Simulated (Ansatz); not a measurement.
# BFH₂S: an energy map over bond length B2–S3 and dihedral F1–B2–S3–H5

How does the energy of BFH2S, SMILES FBS change over two coordinates at once? A grid of runs gives the map.

Program: Ansatz 0.2.0. Level of theory: RHF-MP2, frozen core/def2-TZVP. These are calculated values, not measurements.

### 1 The system as given

SMILES `FBS`, 5 atoms, charge 0, spin multiplicity 1.

Atoms are counted from 1 here; the program's logs count them from 0.

Bond lengths: F1–B2 1.333 Å, B2–S3 1.807 Å, B2–H4 1.215 Å, S3–H5 1.361 Å. Angles: F1–B2–S3 117.9°, F1–B2–H4 119.3°, S3–B2–H4 122.8°, B2–S3–H5 94.5°.

Coordinates:

```csv
atom,x (Å),y (Å),z (Å)
F1,-1.12760,-0.91273,-1.07931
B2,-0.41361,-0.33985,-0.10972
S3,0.98015,0.70443,-0.59045
H4,-0.71939,-0.53602,1.04933
H5,1.33034,1.01057,0.68874
```

This geometry comes from a loose relaxation at PBE in a small basis, which is not shown.

### 3 The grid

First coordinate, bond length B2–S3: 15 values from 1.509 to 2.335 Å. Second coordinate, dihedral F1–B2–S3–H5: 15 values from −180 to 156 °, periodic.

Nothing else is relaxed (all other coordinates rigid). Energies count from the relaxed molecule at the same level. Points are written as (first, second).

(The set-up runs are not shown.)

### 4 Grid point (1.922 Å, 156°)

input.yaml

```yaml
crystal:
  periodic: [false, false, false]
  atoms:
    - { symbol: F, position_ang: [-1.122638, -0.908621, -1.069357] }
    - { symbol: B, position_ang: [-0.410674, -0.33746, -0.104413] }
    - { symbol: S, position_ang: [1.072878, 0.77405, -0.612058] }
    - { symbol: H, position_ang: [-0.708221, -0.52806, 1.03172] }
    - { symbol: H, position_ang: [1.062072, 1.482474, 0.521773] }
basis:
  gaussian: { orbitals: def2-TZVP }
hamiltonian:
  xc: hf
output:
  forces: true
correlation:
  method: mp2
```

Run with:

```
ansatz run input.yaml --threads 1 --pin off --max-ram 2560MiB --backend cpu --events-out ev --progress --plain --runs-dir out
```

The session goes on with these runs: the other points that were computed.

**Question.** What will these runs give? Wanted: lowest point; highest computed point; dipole moment.

As calculated:

| quantity | value |
| --- | --- |
| lowest point | (1.804 Å, −180°), 0.06 kJ/mol |
| highest computed point | (1.509 Å, −84°), 246 kJ/mol above the lowest |
| dipole moment (D) | 0.22 at (1.922 Å, −12°) to 2.16 at (1.509 Å, −180°); 1.66 at the lowest point |
| time for the whole task | 10 min on 1 thread, shared host |

The lowest computed point is at (1.804 Å, −180°), 0.06 kJ/mol from the relaxed molecule at the same level; the map holds 2 wells of about this depth. The grid is coarse, so the lowest point of the scanned range may lie between grid points; coordinates that were held can hide deeper minima. The grid shows no well of another kind. The highest computed point, (1.509 Å, −84°), lies 246 kJ/mol above the lowest. On the interpolated surface the easiest way out of the lowest well to the well at (1.804 Å, −12°) passes a barrier of about 55 kJ/mol. Round the minimum the two coordinates are nearly uncoupled.
